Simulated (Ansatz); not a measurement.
**Other spins and charges of HSi–BH, quartet at one geometry**

Geometry (PBE0/def2-TZVP stationary point for this spin, not checked as a minimum):

```yaml
atoms:
  - { symbol: Si, position_ang: [0.0000, -0.0471, 0.5518] }
  - { symbol: B, position_ang: [0.0000, -0.0605, -1.3633] }
  - { symbol: H, position_ang: [0.0000, 1.1711, 1.4474] }
  - { symbol: H, position_ang: [0.0000, 0.7893, -2.2001] }
```

Basis cc-pVTZ; Ansatz 0.2.0. Only valence electrons are correlated (noble-gas cores frozen). R marks a restricted (for open shells ROHF) determinant, U an unrestricted one. Active spaces: valence = (9e, 10o) chosen from the atoms' valence shells.

Gaps are energies of the second state less the first, at fixed atoms, for a selection of the levels run; each method lands on the state that its own search finds for that charge and spin.

Q: PBE gives 8.085 eV for removing an electron, to the triplet. Estimate what UCCSDT(Q) gives in cc-pVTZ.

A: UCCSDT(Q) in cc-pVTZ gives 8.091 eV, so against it PBE is off by -0.006 eV.

```tsv
level	gap (eV)	error (meV)
RHF	7.714	-377
UHF	7.729	-362
RMP2	8.120	29
UMP2	8.095	4
RCCSD	8.083	-8
UCCSD	8.084	-7
RCCSD(T)	8.100	9
UCCSD(T)	8.100	9
BCCD(T)	8.100	9
RCCSDT	8.092	1
UCCSDT	8.092	1
RCCSDT(Q)	8.092	1
CASSCF (valence space)	7.244	-847
NEVPT2 (valence space)	7.881	-210
MRCISD (valence space)	7.987	-104
MRCISD+Q (valence space)	8.084	-7
SPW92	8.059	-32
r2SCAN	8.255	164
PBE0	8.192	101
B3LYP	8.106	15
wB97M-V	7.945	-146
B2PLYP	8.040	-51
RPA-PBE	8.273	182
```

Removing an electron, to the quintet: 11.762 eV at UCCSDT(Q).

| level | gap (eV) | error (meV) |
| --- | --- | --- |
| RHF | 10.994 | -768 |
| UHF | 10.984 | -778 |
| RMP2 | 11.867 | 105 |
| UMP2 | 11.824 | 62 |
| RCCSD | 11.776 | 14 |
| UCCSD | 11.773 | 11 |
| RCCSD(T) | 11.777 | 15 |
| UCCSD(T) | 11.776 | 14 |
| BCCD(T) | 11.778 | 16 |
| RCCSDT | 11.764 | 2 |
| UCCSDT | 11.763 | 1 |
| RCCSDT(Q) | 11.764 | 2 |
| CASSCF (valence space) | 10.918 | -844 |
| NEVPT2 (valence space) | 11.503 | -259 |
| MRCISD (valence space) | 11.670 | -92 |
| MRCISD+Q (valence space) | 11.756 | -6 |
| PBE | 11.570 | -192 |
| r2SCAN | 11.622 | -140 |
| PBE0 | 11.741 | -21 |
| B3LYP | 11.816 | 54 |
| wB97M-V | 11.829 | 67 |
| B2PLYP | 11.795 | 33 |
| RPA-PBE | 11.918 | 156 |

Sextet less quartet: 5.624 eV at UCCSDT(Q).

```
                   level  gap (eV)  error (meV)
                    RMP2     5.720           96
                    UMP2     5.696           72
                   UCCSD     5.637           13
                RCCSD(T)     5.633            9
  CASSCF (valence space)     5.535          -89
MRCISD+Q (valence space)     5.689           65
                  r2SCAN     5.418         -206
                    PBE0     5.564          -60
                 wB97M-V     5.882          258
                  B2PLYP     5.834          210
```

Full CI isn't at hand for all of this; UCCSDT(Q) serves as the reference, and is uncertain by about the last step of the cluster series. The frozen core follows each run's orbitals, which can shift R against U totals by a few meV.
